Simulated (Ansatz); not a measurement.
Consider the atomization: `FC1C=C1` → 3 C• + F• + 3 H•.

Program: Ansatz. Geometries: PBE0-D4/def2-TZVP. ΔE: electronic, gas phase. CCSD(T)/CBS is the MP2 limit (def2-TZVPP, def2-QZVPP) plus CCSD(T) − MP2 in def2-TZVPP, frozen cores. This one scheme is used for every species, atoms too. DFT in def2-TZVPP. B3LYP here is the variant with VWN-RPA as its local correlation; programs differ in this. HSE06 is defined as in plane-wave codes. Open shells (•) are unrestricted, without spin–orbit coupling. Spin–orbit coupling would lower the free atoms: a little for C, F.

| level | ΔE (eV) | difference from CCSD(T)/CBS |
| --- | --- | --- |
| LDA (SPW92) | 35.58 | 5.44 |
| PBE-D4 | 31.53 | 1.39 |
| revPBE-D4 | 30.56 | 0.42 |
| BLYP-D4 | 30.35 | 0.21 |
| r2SCAN-D4 | 30.43 | 0.29 |
| B97M-V | 30.35 | 0.21 |
| B3LYP-D4 | 30.20 | 0.06 |
| r2SCANh-D4 | 30.17 | 0.03 |
| r2SCAN0-D4 | 29.79 | -0.35 |
| HSE06-D4 | 30.70 | 0.56 |
| BHLYP-D4 | 28.96 | -1.18 |
| CAM-B3LYP-D4 | 30.37 | 0.23 |
| ωB97X-V | 30.30 | 0.16 |
| ωB97M-V | 30.35 | 0.21 |
| B2PLYP | 29.97 | -0.17 |
| PBE-QIDH | 30.25 | 0.11 |
| revPBE | 30.20 | 0.06 |
| BLYP | 30.13 | -0.01 |
| r2SCAN | 30.40 | 0.26 |
| PBE0 | 30.60 | 0.46 |
| B3LYP | 30.05 | -0.09 |
| r2SCANh | 30.14 | 0.00 |
| r2SCAN0 | 29.76 | -0.38 |
| HSE06 | 30.63 | 0.49 |
| CAM-B3LYP | 30.29 | 0.15 |
| LC-ωPBE | 30.52 | 0.38 |
| HF/def2-SVP | 21.84 | -8.30 |
| MP2/def2-SVP | 29.62 | -0.52 |
| CCSD/def2-SVP | 28.46 | -1.68 |
| CCSD(T)/def2-SVP | 28.87 | -1.27 |
| HF/def2-TZVPP | 21.42 | -8.72 |
| MP2/def2-TZVPP | 30.27 | 0.13 |
| SCS-MP2/def2-TZVPP | 29.80 | -0.34 |
| CCSD/def2-TZVPP | 28.74 | -1.40 |
| CCSD(T)/def2-TZVPP | 29.33 | -0.81 |
| HF/def2-QZVPP | 21.46 | -8.68 |
| MP2/def2-QZVPP | 30.75 | 0.61 |
| SCS-MP2/def2-QZVPP | 30.33 | 0.19 |
| HF/CBS(def2) | 21.47 | -8.67 |
| MP2/CBS(def2) | 31.08 | 0.94 |
| CCSD(T)/CBS | 30.14 | 0 |

(1) What do rigid-rotor, harmonic-oscillator terms from PBE0-D4/def2-TZVP frequencies (298.15 K, 1 bar) make of the CCSD(T)/CBS value? (Estimate.)

Largest T1 diagnostic among the species: 0.011.

## Answers

(1) The calculation gave: ΔZPE = -1.34 eV, ΔH = +29.12 eV, ΔS = 712 J/(mol·K), ΔG = +26.92 eV. Open shells count their whole term as degenerate.

The D4 term adds +0.15 eV with B3LYP and +0.08 eV with PBE0; it sums over pairs of atoms, weighted by their polarisabilities, and B3LYP, whose exchange is more repulsive, gets the larger term. From PBE to PBE0 (25 % exact exchange), in def2-TZVPP and without D4, ΔE moves by −0.84 eV: exact exchange takes away binding that semilocal exchange gives to molecules. In def2-TZVPP, CCSD(T) changes the Hartree–Fock value by +7.91 eV (the triples alone add +0.58 eV) and MP2 by +8.85 eV; breaking electron pairs costs correlation energy, which Hartree–Fock lacks.

For atomizations the MP2-based limit and the directly extrapolated one differ by several kJ/mol either way, and by 10 to 25 for some Ge, Se and Sn compounds, so smaller differences from it don't rank the levels.
